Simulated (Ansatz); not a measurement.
**triplet BN: levels of theory in one basis**

```yaml
atoms:
  - { symbol: B, position_ang: [0.0000, 0.0000, 0.0000] }
  - { symbol: N, position_ang: [0.0000, 0.0000, 1.3451] }
```

Basis set: def2-SVP (spherical functions). Left uncorrelated: 2 orbitals. Correlation on ROHF uses semicanonical orbitals with singles. Charge 0, multiplicity 3.

Computed with Ansatz (development build ahead of 0.2.0); each method stands on the lowest determinant of its kind that the runs found.

```json
{"method": "ROHF", "E − E(ROHF) (eV)": "0.00", "<S²> of the determinant": "–"}
{"method": "UHF", "E − E(ROHF) (eV)": "-0.11", "<S²> of the determinant": "2.07"}
{"method": "ROHF-MP2", "E − E(ROHF) (eV)": "-5.06", "<S²> of the determinant": "–"}
{"method": "ROHF-CCSD(T)", "E − E(ROHF) (eV)": "-5.83", "<S²> of the determinant": "–"}
{"method": "UHF-CCSD(T)", "E − E(ROHF) (eV)": "-5.82", "<S²> of the determinant": "2.07"}
```

Problem. What does UHF-MP2 give on the same scale?

Solution. -4.94 eV.

Problem. Is a single determinant a sound starting point here?

Solution. By this sign, yes. Unrestricted orbitals gain 0.11 eV and <S²> is 2.07 against 2.00 for a pure state.

Caution: another spin multiplicity may lie lower.
